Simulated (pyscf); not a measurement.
O=Mo(=O)(OH)–Cl + hydrogen (H₂) → O=Mo(=O)(OH)–Cl + hydrogen (H₂) (concerted two-bond exchange; singlet surface; H–O, H–H broken, H–O, H–H formed). PySCF, gas phase, ωB97X-D3(BJ)/def2-SVP geometries. Energies in kcal/mol from the separated reactants.

```tsv
level	barrier	reaction energy
PBE/def2-TZVP	[?]	0.0
r²SCAN/def2-TZVP	[?]	0.0
B3LYP-D3(BJ)/def2-TZVP	29.5	0.0
PBE0-D3(BJ)/def2-TZVP	27.4	0.0
M06-2X/def2-TZVP	35.2	0.0
HF/def2-TZVP	55.9	0.0
```

### Question
Fill in the missing entries.

### Answer

- PBE/def2-TZVP, barrier: 23.2
- r²SCAN/def2-TZVP, barrier: 25.6

The functionals in the table span 12.0 kcal/mol in this barrier, from PBE to M06-2X. This is the saddle that the search found; another between the same sides may lie lower. Elements past Kr carry the def2 core potentials, without spin-orbit coupling.
